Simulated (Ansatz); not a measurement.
Geometry optimisation, RKS PBE0/6-31G* in Ansatz 0.2.0.

input.yaml

```yaml
crystal:
  periodic: [false, false, false]
  atoms:
    - { symbol: B, position_ang: [0.0, 0.0, 0.0] }
    - { symbol: "N", position_ang: [0.0, 0.0, 1.9] }
    - { symbol: H, position_ang: [-0.877, -0.2713, 2.43] }
    - { symbol: H, position_ang: [0.877, 0.2713, 2.43] }
    - { symbol: H, position_ang: [1.0305, 0.0, -0.595] }
    - { symbol: H, position_ang: [-1.0305, 0.0, -0.595] }
    - { symbol: O, position_ang: [-0.2139, 1.6086, 0.5392] }
    - { symbol: H, position_ang: [-1.1525, 1.9139, 0.3252] }
    - { symbol: H, position_ang: [-0.1432, 1.0772, 1.5734] }
basis:
  gaussian: { orbitals: "6-31G*" }
hamiltonian:
  xc: pbe0
relax:
  f_tol: 0.15
  max_steps: 25
  restrain:
    - { distance: [0, 6], at: 1.41, k: 30.0 }
    - { distance: [8, 1], at: 1.06, k: 30.0 }
    - { distance: [0, 1], at: 2.75, k: 30.0 }
    - { distance: [8, 6], at: 2.21, k: 30.0 }
output:
  orbitals: {}
```

Run as:

```bash
$ ansatz run input.yaml --threads 1 --pin off --max-ram 2048MiB --backend cpu --events-out ev --progress --plain --runs-dir out
```

Task: Where does it end, and by what steps?

Result: The forces met the threshold. The restraints hold the end off the free minimum. After 7 steps the energy has fallen by 2.718 eV (the restraints' own energy left out); H4 moved furthest, 0.68 Å.

```csv
step,energy less start (eV),largest force component (eV/Å),accepted
0,0.0000,4.134,yes
1,-0.7753,4.774,yes
2,-1.3741,3.955,yes
3,-1.9748,2.513,yes
4,-2.4998,2.377,yes
5,-2.6884,1.128,yes
6,-2.7095,0.816,yes
7,-2.7176,0.773,yes
```

```xyz
9
Properties=species:S:1:pos:R:3
B -0.076 0.468 -0.462
N -0.016 -0.031 2.235
H -0.815 -0.098 2.860
H 0.803 -0.312 2.763
H 1.067 0.181 -0.659
H -0.992 -0.269 -0.715
O -0.315 1.766 -0.039
H -1.264 1.926 0.039
H 0.100 0.967 1.986
```

Time of the run: 18 s on 1 thread of Arm Neoverse V1, on a shared host, peak memory 0.12 GiB.
